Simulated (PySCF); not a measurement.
Atoms are numbered as in `[CH2:1]=[CH:2][C:3]#[C:4][CH3:5]` (H(Xn): hydrogen on atom n). Ha(C1) is cis to C3; Hb(C1) is trans to C3.

GIAO shifts from PySCF 2.14 on PBE0-D3(BJ)/def2-TZVP geometries (one conformer, non-relativistic, equivalent nuclei averaged), against TMS at the same level and in the same medium; PCM means IEF-PCM chloroform.

Measured (solution, not stated per compound (mostly CDCl3 or CCl4); Pretsch, Buehlmann, Badertscher, Structure Determination of Organic Compounds, 4th ed. (2009)): H(C2) 5.62, Hb(C1) 5.24, Ha(C1) 5.39 ppm.

Problem. Which unscaled values do B97-2/pcSseg-2, gas; WP04/pcSseg-2, PCM; wB97X-D/pcSseg-2, PCM give, and how close are they?

Solution. 
```json
{"atoms": "H(C2)", "measured": "5.62", "B97-2/pcSseg-2, gas": "6.11", "WP04/pcSseg-2, PCM": "5.94", "wB97X-D/pcSseg-2, PCM": "6.25"}
{"atoms": "Hb(C1)", "measured": "5.24", "B97-2/pcSseg-2, gas": "5.62", "WP04/pcSseg-2, PCM": "5.60", "wB97X-D/pcSseg-2, PCM": "5.91"}
{"atoms": "Ha(C1)", "measured": "5.39", "B97-2/pcSseg-2, gas": "5.82", "WP04/pcSseg-2, PCM": "5.69", "wB97X-D/pcSseg-2, PCM": "6.04"}
```

Mean absolute error for 1H: B97-2/pcSseg-2, gas 0.43, WP04/pcSseg-2, PCM 0.33, wB97X-D/pcSseg-2, PCM 0.65 ppm.
